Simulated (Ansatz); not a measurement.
## Au (within 0.1 Å of P6₃/mmc, No. 194, 2 atoms in the cell; start mp-1008634; another form than the element's usual one)

Method: r²SCAN (plane waves, PAW; Ansatz, an electronic-structure program).

Numerical settings: plane-wave cutoff 500 eV, 30×30×16 k mesh (along the axes of the cell as run), Fermi–Dirac smearing 0.1 eV, scalar-relativistic PAW data made under PBE.

Cell (relaxed at this level):

```yaml
crystal:
  lattice:
    - [1.44531, -2.50370, 0.00000]
    - [1.44531, 2.50370, 0.00000]
    - [0.00000, 0.00000, 4.85752]
  atoms:
    - { symbol: Au, position: [0.66660, 0.33340, 0.25000] }
    - { symbol: Au, position: [0.33340, 0.66660, 0.75000] }
```

For Au (within 0.1 Å of P6₃/mmc, No. 194, 2 atoms in the cell; start mp-1008634; another form than the element's usual one), the band gap is none.

Spin–orbit coupling is not included; it can shift volumes and moduli of such heavy elements.

A start named mp-… is a Materials Project structure, which need not be a measured phase.
